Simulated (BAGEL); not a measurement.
**SOF2 (thionyl fluoride): a chain of runs**

Aim: a single-point energy (HF/def2-SVP), then the energy (CASSCF(2,2)/def2-SVP) of SOF2 (thionyl fluoride). 

The results are computed with BAGEL 1.2.2.

2 further runs of the same task are left out: 1 that didn't finish, 1 set aside as unsound or not needed.

**1. Starting point**

SOF2: 4 atoms, total charge 0, spin state singlet. SMILES: `O=S(F)F`. The O1–S2 distance was set to 2.270 Å, away from the relaxed value.

Bond lengths: S2–F3 1.588 Å, S2–F4 1.588 Å. Angles: F3–S2–F4 93.0°.

**2. A single-point energy at HF/def2-SVP (density fitting with svp-jkfit) (run 1)**

input.json

```json
{ "bagel": [

{
  "title": "molecule",
  "basis": "svp",
  "df_basis": "svp-jkfit",
  "angstrom": true,
  "geometry": [
    { "atom": "O", "xyz": [    1.582615,    0.362278,   -1.481056 ] },
    { "atom": "S", "xyz": [   -0.151300,   -0.426200,   -0.245700 ] },
    { "atom": "F", "xyz": [   -1.124400,    0.804200,    0.000400 ] },
    { "atom": "F", "xyz": [    0.343300,   -0.444600,    1.263100 ] }
  ]
},
{
  "title": "hf"
},
{
  "title": "print",
  "file": "orbitals.molden",
  "orbitals": true
}

]}
```

The run is started by

```sh
$ BAGEL_NUM_THREADS=1 BAGEL input.json > input.out
```

Log:

```text
* using 1 threads per process

  ===============================================================
  ===============================================================

  *** Geometry ***

  { "atom" : "O", "xyz" : [      2.990709,      0.684606,     -2.798790 ] },
  { "atom" : "S", "xyz" : [     -0.285916,     -0.805401,     -0.464306 ] },
  { "atom" : "F", "xyz" : [     -2.124808,      1.519718,      0.000756 ] },
  { "atom" : "F", "xyz" : [      0.648743,     -0.840172,      2.386913 ] },

  Number of auxiliary basis functions:      359

  Since a DF basis is specified, we compute 2- and 3-index integrals:
    o Being stored without compression. Storage requirement is 0.010 GB

  Number of basis functions:       60
  Number of electrons      :       42

    * METHOD: MOLECULE                             0.12

  *** RHF ***

  === Nuclear Repulsion ===
   168.8623120014

      * DIIS with orbital gradients will be used.

  === RHF iteration (svp) ===
      0       -669.73942163          0.04395344           0.04
      1       -663.91011114          0.08175763           0.04
      2       -669.92622188          0.03471569           0.03
      3       -670.27692658          0.02479071           0.03
      4       -670.45341539          0.01945160           0.04
      5       -670.56948666          0.01273441           0.03
      6       -670.64277620          0.00476210           0.03
      7       -670.65603767          0.00061416           0.03
      8       -670.65621961          0.00015397           0.04
      9       -670.65623787          0.00008187           0.04
     10       -670.65624332          0.00004198           0.04
     11       -670.65624633          0.00003394           0.04
     12       -670.65624911          0.00002956           0.06
     13       -670.65625523          0.00001698           0.04
     14       -670.65625765          0.00000615           0.05
     15       -670.65625780          0.00000237           0.05
     16       -670.65625781          0.00000104           0.05
     17       -670.65625781          0.00000058           0.05
     18       -670.65625781          0.00000022           0.05
     19       -670.65625781          0.00000012           0.04
     20       -670.65625781          0.00000010           0.04
     21       -670.65625781          0.00000008           0.04
     22       -670.65625781          0.00000006           0.04
     23       -670.65625781          0.00000004           0.05
     24       -670.65625781          0.00000002           0.04
     25       -670.65625781          0.00000001           0.04
     26       -670.65625781          0.00000000           0.04
    * SCF iteration converged.

    * Permanent dipole moment:
           (    0.533398,     0.703313,     0.075758) a.u.

    * METHOD: HF                                   1.22

    * METHOD: PRINT                                0.01

  ===============================================================
```

Run time: 1.6 s. Hardware: 1 thread of Intel Xeon Platinum 8488C (Sapphire Rapids), shared host; peak memory 0.23 GiB.

**3. The energy at CASSCF(2,2)/def2-SVP (density fitting with svp-jkfit, 2 states averaged) (run 2)**

calc.json

```json
{ "bagel": [

{
  "title": "molecule",
  "basis": "svp",
  "df_basis": "svp-jkfit",
  "angstrom": true,
  "geometry": [
    { "atom": "O", "xyz": [    1.582615,    0.362278,   -1.481056 ] },
    { "atom": "S", "xyz": [   -0.151300,   -0.426200,   -0.245700 ] },
    { "atom": "F", "xyz": [   -1.124400,    0.804200,    0.000400 ] },
    { "atom": "F", "xyz": [    0.343300,   -0.444600,    1.263100 ] }
  ]
},
{
  "title": "hf"
},
{
  "title": "casscf",
  "nstate": 2,
  "nact": 2,
  "nclosed": 20,
  "active": [21, 22],
  "maxiter": 200,
  "natocc": true
},
{
  "title": "print",
  "file": "orbitals.molden",
  "orbitals": true
}

]}
```

The run is started by

```sh
$ BAGEL_NUM_THREADS=1 BAGEL calc.json > calc.out
```

Log:

```text
* using 1 threads per process

  ===============================================================
  ===============================================================

  *** Geometry ***

  { "atom" : "O", "xyz" : [      2.990709,      0.684606,     -2.798790 ] },
  { "atom" : "S", "xyz" : [     -0.285916,     -0.805401,     -0.464306 ] },
  { "atom" : "F", "xyz" : [     -2.124808,      1.519718,      0.000756 ] },
  { "atom" : "F", "xyz" : [      0.648743,     -0.840172,      2.386913 ] },

  Number of auxiliary basis functions:      359

  Since a DF basis is specified, we compute 2- and 3-index integrals:
    o Being stored without compression. Storage requirement is 0.010 GB

  Number of basis functions:       60
  Number of electrons      :       42

    * METHOD: MOLECULE                             0.11

  *** RHF ***

  === Nuclear Repulsion ===
   168.8623120014

      * DIIS with orbital gradients will be used.

  === RHF iteration (svp) ===
      0       -669.73942163          0.04395344           0.05
      1       -663.91011114          0.08175763           0.05
      2       -669.92622188          0.03471569           0.04
      3       -670.27692658          0.02479071           0.04
      4       -670.45341539          0.01945160           0.05
      5       -670.56948666          0.01273441           0.04
      6       -670.64277620          0.00476210           0.04
      7       -670.65603767          0.00061416           0.04
      8       -670.65621961          0.00015397           0.04
      9       -670.65623787          0.00008187           0.04
     10       -670.65624332          0.00004198           0.05
     11       -670.65624633          0.00003394           0.04
     12       -670.65624911          0.00002956           0.04
     13       -670.65625523          0.00001698           0.04
     14       -670.65625765          0.00000615           0.04
     15       -670.65625780          0.00000237           0.04
     16       -670.65625781          0.00000104           0.04
     17       -670.65625781          0.00000058           0.04
     18       -670.65625781          0.00000022           0.04
     19       -670.65625781          0.00000012           0.04
     20       -670.65625781          0.00000010           0.05
     21       -670.65625781          0.00000008           0.04
     22       -670.65625781          0.00000006           0.04
     23       -670.65625781          0.00000004           0.04
     24       -670.65625781          0.00000002           0.04
     25       -670.65625781          0.00000001           0.04
     26       -670.65625781          0.00000000           0.04
    * SCF iteration converged.

    * Permanent dipole moment:
           (    0.533398,     0.703313,     0.075758) a.u.

    * METHOD: HF                                   1.28

  ---------------------------
      CASSCF calculation
  ---------------------------

    ==== Active orbitals : =====
         Orbital 21
         Orbital 22
    ============================

    * nstate   :      2
    * nclosed  :     20
    * nact     :      2
    * nvirt    :     38
  === CASSCF iteration (svp) ===

    * Using the second-order algorithm

      0  0      -670.66355559     1.08e-02      0.01
      0  1      -670.40015744     0.00e+00      0.01

      1  0      -670.66274411     6.47e-04      0.30
      1  1      -670.42157298     0.00e+00      0.30

      2  0      -670.66346722     4.59e-05      0.33
      2  1      -670.42115102     0.00e+00      0.33

      3  0      -670.66350054     2.50e-06      0.33
      3  1      -670.42111817     0.00e+00      0.33

      4  0      -670.66350294     2.54e-07      0.26
      4  1      -670.42111577     0.00e+00      0.26

      5  0      -670.66350319     2.59e-08      0.26
      5  1      -670.42111552     0.00e+00      0.26

      6  0      -670.66350322     2.61e-09      0.23
      6  1      -670.42111549     0.00e+00      0.23

    * Second-order optimization converged. *

     guess   0:   closed 1.                   open ..
     guess   1:   closed ..                   open 11

  === FCI iteration ===

      0  0      -670.66335321     5.83e-03      0.00
      0  1      -670.42107210     2.69e-03      0.00

      1  0 *    -670.66350322     1.18e-16      0.00
      1  1 *    -670.42111549     2.09e-16      0.00

     * ci vector, state   0, <S^2> = 0.0000
       2.    -0.8467651830
       ab     0.3760474753
       ba     0.3760474753

     * ci vector, state   1, <S^2> = 0.0000
       ab     0.5988224247
       ba     0.5988224247
       2.     0.5317501418

    * METHOD: CASSCF                               1.84

    * METHOD: PRINT                                0.01

  ===============================================================
```

Wall time 3.6 s (1 thread of Intel Xeon Platinum 8488C (Sapphire Rapids), shared host); peak memory 0.23 GiB.

**4. Results**

| quantity | value |
| --- | --- |
| run 1, HF/def2-SVP: total energy | -670.65626 Eh |
| run 1, HF/def2-SVP: dipole moment | 2.25 D |
| run 1, HF/def2-SVP: HOMO energy | -12.18 eV |
| run 1, HF/def2-SVP: LUMO energy | 1.59 eV |
| run 1, HF/def2-SVP: HOMO–LUMO gap | 13.77 eV |
| run 2, CASSCF(2,2)/def2-SVP: energy of the lowest of 2 roots | -670.66350 Eh |
| run 2, CASSCF(2,2)/def2-SVP: lowest excitation energy within this active space | 6.60 eV |

**Reading.** The orbitals (run 2, CASSCF(2,2)/def2-SVP) are averaged over several states, so each root lies above its own optimum (it can stand above Hartree-Fock), and forces and dipoles share that bias. The basis has no diffuse functions, so Rydberg states are missing or pushed up, and the true lowest state may lie lower.
